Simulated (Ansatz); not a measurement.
Input file:

```yaml
crystal:
  periodic: [false, false, false]
  atoms:
    - {symbol: Al, position_ang: [0.000000, -0.618067, 0.625527]}
    - {symbol: O, position_ang: [0.000000, 0.622582, 1.860209]}
    - {symbol: Cl, position_ang: [0.000000, 0.189419, -1.315542]}
basis:
  gaussian: {orbitals: cc-pVDZ}
total_charge: 1
magnetization: {spin_polarized: false, initial_magnetization: 3}
correlation: {active_space: {ras: {orbitals: [6, 3, 30], electrons: 15, max_holes: 2, max_particles: 2}, fixed_orbitals: true}}
accuracy: high
```

```sh
$ ansatz run in.yaml --threads 1 --pin off --events-out ev --progress --plain --max-ram 2393MiB
```

Log:

```
1012 factors; integrals over basis functions are off by at most 3.1e-9 eV
mean field evaluation 1: about -21088.3828 eV, gradient 7.7e1 eV
mean field evaluation 2: about -21088.4364 eV, gradient 7.7e1 eV
mean field evaluation 4: about -21111.2321 eV, gradient 1.9e1 eV
mean field evaluation 8: about -21112.8221 eV, gradient 9.3e0 eV
mean field evaluation 16: about -21114.3034 eV, gradient 2.0e-2 eV
mean field evaluation 32: about -21113.3846 eV, gradient 1.6e-1 eV
mean field evaluation 64: about -21113.4951 eV, gradient 2.6e-1 eV
mean field evaluation 96: about -21113.4969 eV, gradient 2.2e-2 eV
mean field evaluation 128: about -21113.7090 eV, gradient 4.3e0 eV
mean field evaluation 160: about -21106.9452 eV, gradient 1.4e1 eV
mean field evaluation 192: about -21107.5090 eV, gradient 3.2e0 eV
mean field evaluation 224: about -21114.2854 eV, gradient 1.4e0 eV
mean field evaluation 256: about -21113.4811 eV, gradient 1.1e-6 eV
mean field -21114.30337428 eV, -775.9363372161 hartree, gradient 2.8e-8 eV, S^2 3.750000; 14 other end points of the search recorded, 0 dependent functions left out
reference -21114.30337428 eV, -775.9363372161 hartree; 20, 17 occupied and 30, 33 virtual orbitals, 1012 factors
state -21121.89962474 eV, -776.2154942715 hartree
Total energy: -21121.89962474 eV, -776.2154942715 hartree
```

Ran on 1 thread of Intel Xeon, shared host: 95 s wall, 0.17 GiB peak host memory.
